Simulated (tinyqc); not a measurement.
Worked calculation: coupled-perturbed Hartree-Fock on RHF in the sto-3g basis, for HF, spin multiplicity 1. One step of it, computed by the program tinyqc.

Question. Coupled step 1. U_ai = -(mu_ai + sum_bj [4 (ai|bj) - (ab|ij) - (aj|bi)] U_bj) / (e_a - e_i); alpha = -4 sum U_ai mu_ai.

uncoupled U:
```
,i1,i2,i3,i4,i5
a6,0.000000,0.000000,0.000000,0.016545,0.013268
```

dipole integrals <a|y|i> (bohr):
```
,i1,i2,i3,i4,i5
a6,0.000000,0.000000,0.000000,-0.015455,-0.012394
```

orbital energies (hartree): MO1 -25.915245, MO2 -1.432167, MO3 -0.532902, MO4 -0.462012, MO5 -0.462012, MO6 0.472101

Two-electron integrals over orbitals (pq|rs), unique and non-zero (hartree):
```
p,q,r,s,(pq|rs)
1,1,1,1,5.363615
2,1,1,1,-0.514531
2,1,2,1,0.077895
2,2,1,1,1.217836
2,2,2,1,-0.021528
2,2,2,2,0.862772
3,1,1,1,0.129503
3,1,2,1,-0.018540
3,1,2,2,0.009480
3,1,3,1,0.019765
3,2,1,1,-0.136210
3,2,2,1,0.006746
3,2,2,2,-0.037676
3,2,3,1,0.020756
3,2,3,2,0.147912
3,3,1,1,0.940390
3,3,2,1,-0.009494
3,3,2,2,0.724283
3,3,3,1,-0.003510
3,3,3,2,-0.028801
3,3,3,3,0.717003
4,1,4,1,0.029565
4,2,4,1,0.039664
4,2,4,2,0.185677
4,3,4,1,-0.009125
4,3,4,2,-0.035373
4,3,4,3,0.040800
4,4,1,1,1.264017
4,4,2,1,-0.014801
4,4,2,2,0.887168
4,4,3,1,0.003791
4,4,3,2,-0.074059
4,4,3,3,0.714671
4,4,4,4,0.997514
5,1,5,1,0.029565
5,2,5,1,0.039664
5,2,5,2,0.185677
5,3,5,1,-0.009125
5,3,5,2,-0.035373
5,3,5,3,0.040800
5,4,5,4,0.053770
5,5,1,1,1.264017
5,5,2,1,-0.014801
5,5,2,2,0.887168
5,5,3,1,0.003791
5,5,3,2,-0.074059
5,5,3,3,0.714671
5,5,4,4,0.889973
5,5,5,5,0.997514
6,1,1,1,0.135268
6,1,2,1,-0.021789
6,1,2,2,0.001889
6,1,3,1,-0.010679
6,1,3,2,-0.024265
6,1,3,3,0.008616
6,1,4,4,0.003822
6,1,5,5,0.003822
6,1,6,1,0.022508
6,2,1,1,-0.197371
6,2,2,1,0.004783
6,2,2,2,-0.107571
6,2,3,1,-0.020060
6,2,3,2,-0.063237
6,2,3,3,-0.027662
6,2,4,4,-0.105543
6,2,5,5,-0.105543
6,2,6,1,0.017617
6,2,6,2,0.093171
6,3,1,1,-0.391481
6,3,2,1,0.006682
6,3,2,2,-0.203569
6,3,3,1,0.001814
6,3,3,2,0.090457
6,3,3,3,-0.107400
6,3,4,4,-0.222544
6,3,5,5,-0.222544
6,3,6,1,-0.005715
6,3,6,2,0.047161
6,3,6,3,0.205829
6,4,4,1,-0.008773
6,4,4,2,-0.035353
6,4,4,3,-0.019051
6,4,6,4,0.030229
6,5,5,1,-0.008773
6,5,5,2,-0.035353
6,5,5,3,-0.019051
6,5,6,5,0.030229
6,6,1,1,0.863740
6,6,2,1,-0.009101
6,6,2,2,0.659779
6,6,3,1,0.012875
6,6,3,2,0.058036
6,6,3,3,0.662261
6,6,4,4,0.638524
6,6,5,5,0.638524
6,6,6,1,-0.008576
6,6,6,2,-0.060914
6,6,6,3,-0.020419
6,6,6,6,0.696547
```

Give: U after step 1; polarisability.

Answer.

U after step 1:
```
,i1,i2,i3,i4,i5
a6,0.0000,0.0000,0.0000,0.0262,0.0210
```

polarisability = 0.0027 bohr^3
